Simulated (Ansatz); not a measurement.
One change: `O=COCS` becomes `C=CCOC=O`.

Ansatz, PBE0-D4/def2-TZVP geometries, multiplicity 1. Each molecule was computed in one conformer, which needn't be the lowest.

| property | `O=COCS` |
| --- | --- |
| LUMO energy (PBE0/def2-TZVPP) / eV | -0.16 |
| LUMO energy (B3LYP/def2-TZVPP) / eV | -0.47 |
| HOMO–LUMO gap (PBE0/def2-TZVPP) / eV | 7.35 |
| HOMO–LUMO gap (ωB97M-V/def2-TZVPP) / eV | 11.73 |
| HOMO–LUMO gap (B3LYP/def2-TZVPP) / eV | 6.80 |
| ideal-gas entropy at 298 K and 1 bar (rigid rotor, harmonic PBE0-D4/def2-TZVP) / J/(mol·K) | 329 |

Task: Give the same properties after the change, and the shifts. (An estimate is asked.)

Result: The calculation gave: 
| property | `C=CCOC=O` | shift |
| --- | --- | --- |
| LUMO energy (PBE0/def2-TZVPP) / eV | -0.22 | -0.06 |
| LUMO energy (B3LYP/def2-TZVPP) / eV | -0.47 | 0.00 |
| HOMO–LUMO gap (PBE0/def2-TZVPP) / eV | 7.72 | 0.37 |
| HOMO–LUMO gap (ωB97M-V/def2-TZVPP) / eV | 12.16 | 0.43 |
| HOMO–LUMO gap (B3LYP/def2-TZVPP) / eV | 7.25 | 0.45 |
| ideal-gas entropy at 298 K and 1 bar (rigid rotor, harmonic PBE0-D4/def2-TZVP) / J/(mol·K) | 338 | 9 |

With PBE0 the HOMO falls by 0.43 eV and the LUMO falls by 0.06 eV, so the gap widens by about 0.37 eV. PBE moves the HOMO by -0.33 eV and ωB97M-V by -0.48 eV. The zero-point energy changes by 88.5 kJ/mol with +9 modes. Modes under 60 cm⁻¹, often nearly free rotors, make the harmonic entropy too high.

B3LYP here is the variant with VWN-RPA as its local correlation; programs differ in this.
